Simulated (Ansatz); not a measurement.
Saddle point of Si2H8S, singlet (Si₂H₆ ([SiH3][SiH3]) + H₂S → Si₂H₆S ([SiH3][SiH2][SH]) + H₂; bonds formed: Si1–S7, H2–H6; bonds broken: Si1–H2, H6–S7), PBE0-D4/def2-TZVP structure:

Si1  (-0.579, 0.195, -0.478)
H2  (-0.318, -1.363, 0.162)
H3  (-0.246, 1.318, -1.417)
H4  (-2.050, 0.012, -0.495)
Si5  (0.334, 0.905, 1.567)
H6  (-0.172, -1.686, -0.846)
S7  (0.017, -1.336, -2.385)
H8  (1.788, 0.576, 1.556)
H9  (-0.297, 0.163, 2.693)
H10  (0.196, 2.372, 1.792)
H11  (1.328, -1.156, -2.149)
(Å)

Energies are electronic, without zero-point energy. Barriers and step energies count from the start structure reached by relaxing down the imaginary mode; all methods use the PBE0-D4 structures, on which another method's saddle can fall below an end. Program: Ansatz 0.2.0. Basis: def2-TZVPP, with def2-QZVPP for the basis limit. Cores are frozen in the correlated methods. B3LYP uses VWN-RPA correlation. Extrapolation: Hartree–Fock as exp(−7.88 √X), correlation as X^−2.97.

| method | barrier (kcal/mol) | step energy (kcal/mol) |
| --- | --- | --- |
| SPW92 | 33.27 | -7.24 |
| PBE-D4 | ? | -8.79 |
| BLYP-D4 | 45.47 | -8.01 |
| r2SCAN-D4 | 44.22 | -8.47 |
| B97M-V | ? | -6.89 |
| PBE0-D4 | 45.33 | -8.12 |
| B3LYP-D4 | ? | -7.33 |
| r2SCAN0-D4 | 47.99 | -7.97 |
| BHLYP-D4 | 56.29 | -6.60 |
| CAM-B3LYP-D4 | 53.47 | -5.90 |
| wB97X-V | 53.63 | -6.76 |
| wB97M-V | 51.53 | -7.13 |
| B2PLYP | 52.49 | -6.71 |
| PBE-QIDH | 50.34 | -7.83 |
| RPA on PBE | 54.10 | -5.35 |
| HF | 72.70 | -3.17 |
| MP2 | 51.60 | -8.79 |
| CCSD | 57.39 | -5.43 |
| CCSD(T) | 53.77 | -6.46 |

**Question.** Fill in the withheld barriers. (An estimate is asked for; the value comes from the calculation.)

**Answer.** By the calculation: PBE-D4 39.76; B3LYP-D4 49.64; B97M-V 47.38 kcal/mol. Each is the energy of the saddle less that of the start structure, by the same method.

For comparison, the barrier by CCSD(T) at an estimated basis limit (MP2 extrapolated from triple and quadruple zeta, plus CCSD(T) − MP2 in triple zeta) is 52.09 kcal/mol.

T1 diagnostic: at most 0.015.

Labels in which every atom is bracketed show which atoms are joined, not bond orders.

For scale, one of the runs: CCSD(T)/def2-TZVPP, 238 basis functions, launched by `ansatz run in.yaml --threads 4 --pin off --events-out ev --progress --plain --max-ram 9574MiB`. Time: 62 s of wall clock on 4 CPU threads of an Arm Neoverse V1; the host was shared. Peak host memory: 3.9 GiB.
